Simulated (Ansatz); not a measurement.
Start from Ag in the fcc (Cu type) structure (space group Fm-3m, No. 225; a = 4.105 Å).

Computed with r2SCAN (Ansatz, an electronic-structure program), no spin-orbit coupling.

```json
[
 {"level": "r2SCAN", "lattice parameter a": "4.105 Å"}
]
```

Q: From these computed values, estimate the measured ones, and say how each level misses.

A: Measured: lattice parameter a 4.062 Å (static lattice; corrected from measurement; as listed in Daniel Mejia-Rodriguez, S. B. Trickey, Phys. Rev. B (2018)). Computed minus measured — lattice parameter a: r2SCAN +1.1 %.

Stability against distortions was not tested.
